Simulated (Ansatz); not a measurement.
Debugging a ladder of basis sets of BP (charge -1) (Ansatz's Python interface).

Notebook, run cell by cell (the value of a cell's last expression is shown):

```python
import ansatz as az

geometry_ang = [
    ("B", (0.0, 0.0, 0.0)),
    ("P", (0.0, 0.0, 4.98)),
]
mol = az.Crystal.molecule()
for symbol, xyz in geometry_ang:
    mol = mol.atom(symbol, xyz)
```

```python
setup = (
    mol.calculation()
    .functional("hf")
    .charge(-1)
    .spin("collinear", total=1)
)
```

```python
energies = {}
for basis in ["cc-pVDZ", "cc-pVTZ", "cc-pVQZ"]:
    summary = setup.basis(gaussian=basis).run(threads=1).report
    size = summary["n_frozen"] + summary["n_occupied"][0] + summary["n_virtual"][0]
    energies[basis] = (summary["reference_energy_ev"] / 27.211386246, summary["free_energy_ev"] / 27.211386246)
    print(f"{basis:14s} {size:4d} orbitals  reference {energies[basis][0]:14.6f} Ha  total {energies[basis][1]:14.6f} Ha")
```

    cc-pVDZ          32 orbitals  reference    -365.211080 Ha  total    -365.211080 Ha
    cc-pVTZ          64 orbitals  reference    -365.229703 Ha  total    -365.229703 Ha
    cc-pVQZ         114 orbitals  reference    -365.238805 Ha  total    -365.238805 Ha

```python
last = energies["cc-pVQZ"][1]
for basis, (_, total) in energies.items():
    print(f"{basis:14s} lies {27.211386 * (total - last):9.4f} eV above cc-pVQZ")
```

    cc-pVDZ        lies    0.7544 eV above cc-pVQZ
    cc-pVTZ        lies    0.2477 eV above cc-pVQZ
    cc-pVQZ        lies    0.0000 eV above cc-pVQZ

No error stopped it. What is wrong with the input all the same?

The fault: one atom is pulled far from the rest. Mended:

```diff
--- before
+++ after
@@
     ("B", (0.0, 0.0, 0.0)),
-    ("P", (0.0, 0.0, 4.98)),
+    ("P", (0.0, 0.0, 1.98)),
 ]
```

The cells in order, each with its output:

```python
import ansatz as az

geometry_ang = [
    ("B", (0.0, 0.0, 0.0)),
    ("P", (0.0, 0.0, 1.98)),
]
mol = az.Crystal.molecule()
for symbol, xyz in geometry_ang:
    mol = mol.atom(symbol, xyz)
```

```python
setup = (
    mol.calculation()
    .functional("hf")
    .charge(-1)
    .spin("collinear", total=1)
)
```

```python
energies = {}
for basis in ["cc-pVDZ", "cc-pVTZ", "cc-pVQZ"]:
    summary = setup.basis(gaussian=basis).run(threads=1).report
    size = summary["n_frozen"] + summary["n_occupied"][0] + summary["n_virtual"][0]
    energies[basis] = (summary["reference_energy_ev"] / 27.211386246, summary["free_energy_ev"] / 27.211386246)
    print(f"{basis:14s} {size:4d} orbitals  reference {energies[basis][0]:14.6f} Ha  total {energies[basis][1]:14.6f} Ha")
```

    cc-pVDZ          32 orbitals  reference    -365.320048 Ha  total    -365.320048 Ha
    cc-pVTZ          64 orbitals  reference    -365.337768 Ha  total    -365.337768 Ha
    cc-pVQZ         114 orbitals  reference    -365.344853 Ha  total    -365.344853 Ha

```python
last = energies["cc-pVQZ"][1]
for basis, (_, total) in energies.items():
    print(f"{basis:14s} lies {27.211386 * (total - last):9.4f} eV above cc-pVQZ")
```

    cc-pVDZ        lies    0.6750 eV above cc-pVQZ
    cc-pVTZ        lies    0.1928 eV above cc-pVQZ
    cc-pVQZ        lies    0.0000 eV above cc-pVQZ

Caveats:
- The drop along the ladder measures the basis error, and is no property of the molecule.
- The geometry is a force-field or estimated start, not a minimum of this method, and the last set is no limit. Much of the fall in a total is atomic energy, which cancels in bond and reaction energies.
- The species is open-shell (spin multiplicity 2).
- The expectation value of S² is noticeably off S(S+1) in at least one run, so that state is spin-contaminated.
- For Al to Cl the sets with a tight d function, cc-pV(X+d)Z, are usual.
- The spin state was assumed, and another may lie lower.
- Anions want diffuse functions, which this basis lacks.
- Hardware and time: 13 s on 1 thread of Arm Neoverse V1, on a shared host, peak memory 0.25 GiB.
